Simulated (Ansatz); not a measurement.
A made-up structure of BSiH4S, doublet:

```json
{"atom": "Si1", "x (Å)": "-1.1736", "y (Å)": "0.4290", "z (Å)": "-0.6451"}
{"atom": "B2", "x (Å)": "0.2616", "y (Å)": "-0.2031", "z (Å)": "0.4857"}
{"atom": "S3", "x (Å)": "1.9182", "y (Å)": "-0.3185", "z (Å)": "-0.1613"}
{"atom": "H4", "x (Å)": "-2.5712", "y (Å)": "0.5486", "z (Å)": "-0.1717"}
{"atom": "H5", "x (Å)": "-1.0073", "y (Å)": "0.8414", "z (Å)": "-2.0589"}
{"atom": "H6", "x (Å)": "-0.5295", "y (Å)": "-0.6683", "z (Å)": "-1.2755"}
{"atom": "H7", "x (Å)": "2.5376", "y (Å)": "-0.7832", "z (Å)": "0.9373"}
```

It is relaxed with PBE-D4/def2-SVP and then PBE0-D4/def2-TZVP (Ansatz 0.2.0). Atoms count as bonded within 1.22 times the sum of their covalent radii (H–H: 0.88 Å). The end point is not checked to be a true minimum.

Task: Does its bonding change? (A judgement: the text doesn't fix the answer.)

Result: By the calculation: No: no bond forms or breaks.

Where it ends: The first stage lowers the energy by 1.51 eV in 16 steps. It ends as BSiH₄S ([SiH3][B][SH]):
| atom | x (Å) | y (Å) | z (Å) |
| --- | --- | --- | --- |
| Si1 | -1.1185 | 0.1164 | -0.9125 |
| B2 | 0.4880 | -0.3538 | 0.1403 |
| S3 | 2.1541 | 0.1139 | 0.1942 |
| H4 | -2.1654 | 0.6017 | 0.0273 |
| H5 | -0.9157 | 1.1585 | -1.9610 |
| H6 | -1.6155 | -1.1195 | -1.5763 |
| H7 | 2.6089 | -0.6711 | 1.1985 |

Labels in which every atom is bracketed show which atoms are joined, not bond orders.

For scale, one of the runs: PBE0-D4/def2-TZVP relaxation, 129 basis functions, launched by `ansatz run in.yaml --threads 2 --pin off --events-out ev --progress --plain --max-ram 4352MiB`. The run took about 15 s on 2 CPU threads of an Intel Xeon 6975P-C (shared host).
